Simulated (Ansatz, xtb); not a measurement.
BN: which of two spin states lies lower

Structure a is the triplet with the links of `B#N` and structure b is `B#N`, a singlet. Both are isolated molecules in the gas phase, relaxed with B3LYP/6-31G*.

a (Å):

```xyz
2

B     0.0000    0.0000   -0.6626
N     0.0000    0.0000    0.6626
```

b (Å):

```xyz
2

B     0.0000    0.0000   -0.6355
N     0.0000    0.0000    0.6355
```

Question: Which of the two would you expect CCSD(T)/def2-QZVPP electronic energies to favour?

Answer: Too close to call at this level: CCSD(T)/def2-QZVPP gives E(b) − E(a) = −0.029 eV.

The same difference at several levels:

| level | geometry | E(b) − E(a) (eV) | departure from the last row (eV) | job, with rough time for the two |
| --- | --- | --- | --- | --- |
| B3LYP/6-31G* | B3LYP/6-31G* | +0.821 | +0.850 | optimisation, 3.7 s |
| HF/def2-QZVPP | B3LYP/6-31G* | +2.937 | +2.966 | part of the CCSD(T) run |
| MP2/def2-QZVPP | B3LYP/6-31G* | −0.313 | −0.284 | part of the CCSD(T) run |
| CCSD(T)/def2-QZVPP | B3LYP/6-31G* | −0.029 |  | single point, 26 s |

The largest departure from CCSD(T)/def2-QZVPP is that of HF/def2-QZVPP, 2.966 eV. Levels run at GFN2-xTB geometries aren't shown.

With harmonic frequencies from B3LYP/6-31G* (ideal gas, rigid rotor, one conformer each, 600 K, 1 atm): the zero-point term adds +0.013 eV; ΔH is −0.018 and ΔG +0.045 eV.

The T1 diagnostic of structure b is large, so the coupled-cluster value is less sure. Open shells are spin-unrestricted. The correlated steps freeze 2 core orbitals. ΔG holds the spin degeneracy. Codes used: Ansatz 0.2.0; the last row on 1 thread of Arm Neoverse V2 on a shared host.
